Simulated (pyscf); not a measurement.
HO–AlH₂ + water (H₂O) -> HO–AlH₂ + water (H₂O) (four-centre exchange; singlet surface; Al–H, H–O broken, Al–H, H–O formed). PySCF, gas phase, ωB97X-D3(BJ)/def2-SVP geometries. Correlated levels are frozen-core, on RHF or UHF. ΔMP2 is the change of the MP2 total energy from the triple- to the quadruple-zeta basis. Energies in kcal/mol from the separated reactants.

| level | barrier | reaction energy |
|---|---|---|
| PBE0-D3(BJ)/def2-TZVP | 78.5 | 0.0 |
| M06-2X/def2-TZVP | 83.2 | 0.0 |
| ωB97M-D3(BJ)/def2-TZVP | 83.7 | 0.0 |
| HF/def2-TZVP | 116.9 | 0.0 |
| MP2/def2-QZVPP | 83.1 | 0.0 |
| CCSD(T)/def2-TZVPP | 79.1 | 0.0 |
| CCSD(T)/def2-TZVPP + ΔMP2(QZVPP) | 79.1 | 0.0 |

On the reactant side the descent ends in an adduct with a Al–O contact, 20.5 kcal/mol under the separated species and 108.4 kcal/mol under the saddle at ωB97X-D3(BJ)/def2-TZVP. On the product side the descent ends in an adduct with a Al–O contact, 20.5 kcal/mol under the separated species and 108.4 kcal/mol under the saddle at ωB97X-D3(BJ)/def2-TZVP. At ωB97X-D3(BJ) the barrier from the zero used here is 87.9 kcal/mol. The same reactants have a lower exit, to HO–AlH–OH + H₂ (barrier -4.5 kcal/mol at ωB97M-D3(BJ), against +83.7 kcal/mol here). One saddle was located; it need not be the lowest between these sides. One closed-shell reference is unstable to symmetry breaking; treat the single-reference values with care. The CCSD(T) − MP2 part came from Ansatz, without density fitting, on the same reference.
